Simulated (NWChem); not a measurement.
System: Na2; SMILES [Na][Na]

NWChem input:

```
start job
memory heap 200 mb stack 900 mb global 1100 mb
geometry units angstroms noautosym nocenter noautoz
  Na     0.000000     0.000000    -1.555145
  Na     0.000000     0.000000     1.555145
end
basis spherical
  Na library def2-tzvp
end
dft
  xc b3lyp
  iterations 150
end
property
  shielding 1 1
end
task dft property
```

NWChem printed, in part:

```
             Northwest Computational Chemistry Package (NWChem) 7.3.0
             --------------------------------------------------------

                             Geometry "geometry" -> ""
                             -------------------------

 Output coordinates in angstroms (scale by  1.889725989 to convert to a.u.)

  No.       Tag          Charge          X              Y              Z
 ---- ---------------- ---------- -------------- -------------- --------------
    1 Na                  11.0000     0.00000000     0.00000000    -1.55514500
    2 Na                  11.0000     0.00000000     0.00000000     1.55514500

 Effective nuclear repulsion energy (a.u.)      20.5866485533

                              NWChem Property Module
                              ----------------------

  itol2e modified to match energy
  convergence criterion.

                                 NWChem DFT Module
                                 -----------------

 Summary of "ao basis" -> "ao basis" (spherical)
 ------------------------------------------------------------------------------
       Tag                 Description            Shells   Functions and Types
 ---------------- ------------------------------  ------  ---------------------
 Na                        def2-tzvp                12       32   5s4p3d

  itol2e modified to match energy
  convergence criterion.

            General Information
            -------------------
          SCF calculation type: DFT
          Wavefunction type:  closed shell.
          No. of atoms     :     2
          No. of electrons :    22
           Alpha electrons :    11
            Beta electrons :    11
          Charge           :     0
          Spin multiplicity:     1
          Use of symmetry is: off; symmetry adaption is: off
          Maximum number of iterations: 150
          AO basis - number of functions:    64
                     number of shells:    24
          Convergence on energy requested:  1.00D-07
          Convergence on density requested:  1.00D-05
          Convergence on gradient requested:  5.00D-04

              XC Information
              --------------
                         B3LYP Method XC Potential
                     Hartree-Fock (Exact) Exchange  0.200
                        Slater Exchange Functional  0.800 local
                    Becke 1988 Exchange Functional  0.720 non-local
              Lee-Yang-Parr Correlation Functional  0.810
                  VWN I RPA Correlation Functional  0.190 local

             Grid Information
             ----------------
          Grid used for XC integration:  fine
          Radial quadrature: Mura-Knowles
          Angular quadrature: Lebedev.
          Tag              B.-S. Rad. Rad. Pts. Rad. Cut. Ang. Pts.
          ---              ---------- --------- --------- ---------
          Na                  1.80      123          16.0       770
          Grid pruning is: on
          Number of quadrature shells:   246
          Spatial weights used:  Erf1

      Superposition of Atomic Density Guess
      -------------------------------------

 Sum of atomic energies:        -323.70362738

      Non-variational initial energy
      ------------------------------

 Total energy =    -323.656560
 1-e energy   =    -496.812125
 2-e energy   =     152.568917
 HOMO         =      -0.143200
 LUMO         =      -0.022046

   convergence    iter        energy       DeltaE   RMS-Dens  Diis-err
 ---------------- ----- ----------------- --------- --------- ---------
 d= 0,ls=0.0,diis     1   -324.6032508242 -3.45D+02  6.58D-03  1.54D-01
 d= 0,ls=0.0,diis     2   -324.6091651352 -5.91D-03  9.13D-04  7.21D-03
 d= 0,ls=0.0,diis     3   -324.6094750056 -3.10D-04  2.54D-04  2.27D-03
 d= 0,ls=0.0,diis     4   -324.6096062727 -1.31D-04  6.57D-05  2.24D-06
 d= 0,ls=0.0,diis     5   -324.6096066200 -3.47D-07  7.95D-06  2.38D-07
 d= 0,ls=0.0,diis     6   -324.6096066577 -3.77D-08  4.98D-06  7.70D-09

         Total DFT energy =     -324.609606657690
      One electron energy =     -497.043156706008
           Coulomb energy =      180.716392868913
    Exchange-Corr. energy =      -28.869491373934
 Nuclear repulsion energy =       20.586648553339

[...]

          -----------------------------------------
          Chemical Shielding Tensors (GIAO, in ppm)
          -----------------------------------------

                                NWChem CPHF Module
                                ------------------

  scftype          =     RHF
  nclosed          =       11
  nopen            =        0
  variables        =      583
  # of vectors     =        3
  tolerance        = 0.10D-03
  level shift      = 0.00D+00
  max iterations   =       50
  max subspace     =       30

 SCF residual:    1.2332192604529935E-005

Iterative solution of linear equations
  No. of variables      583
  No. of equations        3
  Maximum subspace       30
        Iterations       50
       Convergence  1.0D-04

   iter   nsub   residual    time
   ----  ------  --------  ---------
     1      3    1.02D-01       8.3
     2      6    6.01D-03       9.3
     3      9    1.93D-04      10.2
     4     12    3.49D-06      11.2

      Atom:    1  Na
        Diamagnetic
    629.5816      0.0000     -0.0000
      0.0000    629.5816      0.0000
     -0.0000      0.0000    630.3286

        Paramagnetic
    -33.9624     -0.0000      0.0000
     -0.0000    -33.9624     -0.0000
      0.0000     -0.0000     -0.0000

        Total Shielding Tensor
    595.6191     -0.0000      0.0000
     -0.0000    595.6191     -0.0000
      0.0000     -0.0000    630.3286

           isotropic =     607.1889
          anisotropy =      34.7094

          Principal Components and Axis System
                 1           2           3
              630.3286    595.6191    595.6191

      1         0.0000      0.8318      0.5550
      2        -0.0000     -0.5550      0.8318
      3         1.0000     -0.0000      0.0000
```

Level: B3LYP/def2-TZVP, GIAO. All runs use the structure optimised with PBE-D3(BJ)/def2-SVP. The printed shielding anisotropy is the first printed principal value minus the mean of the other two.
